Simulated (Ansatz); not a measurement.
System: C₃H₄, charge 0, singlet. C3H4 (SMILES C1=CC1).
B3LYP-D3(BJ)/def2-TZVP minimum from Ansatz (an electronic-structure program):
```xyz
7

C     -0.0054     0.0051     0.8609
C     -0.0002    -0.6463    -0.4958
C      0.0065     0.6404    -0.5035
H      0.9023     0.0040     1.4624
H     -0.9206     0.0134     1.4509
H     -0.0016    -1.5779    -1.0322
H      0.0147     1.5655    -1.0509
```
Charge 0, spin multiplicity 1.

Wanted: atomisation energy (electronic, to ground-state atoms), in kJ/mol. UHF or UKS for unpaired electrons; spin-orbit terms are left out. CBS(X,Y): correlation extrapolated as X^-3, Hartree-Fock from the larger set (Q,5: extrapolated as (X+1)exp(-9√X)). A bracket is a step between two methods taken in the basis named. The functionals are non-relativistic, so their misses hold any scalar relativity. Double hybrids freeze cores in their MP2 part. 'core' is core correlation in cc-pwCVTZ, 'X2C' scalar relativity in cc-pVTZ-DK, both at CCSD(T). Where a partner has so few electrons that a lower coupled-cluster level is exact, that level stands in.

CCSD(T)/CBS(cc-pVQZ,cc-pV5Z) + [CCSDT(Q) - CCSD(T)]/cc-pVDZ + core + X2C (Ansatz) gives 2853.1 kJ/mol.

Problem. What does PBE/def2-TZVPD (Ansatz) give here, and how do the other levels compare?

Solution. PBE gives 2933.2 kJ/mol, 80.1 kJ/mol above it. Differences of the others: B3LYP/def2-TZVPD (Ansatz) -16.6; PBE0/def2-TZVPD (Ansatz) 25.9; wB97M-V/def2-TZVPD (Ansatz) 3.8; B2PLYP/def2-TZVPD (Ansatz) -33.7; CCSD(T)/CBS(cc-pVQZ,cc-pV5Z) + core + X2C (Ansatz) -1.9 kJ/mol. Nearer than PBE: B3LYP/def2-TZVPD, PBE0/def2-TZVPD, wB97M-V/def2-TZVPD, B2PLYP/def2-TZVPD, CCSD(T)/CBS(cc-pVQZ,cc-pV5Z) + core + X2C.
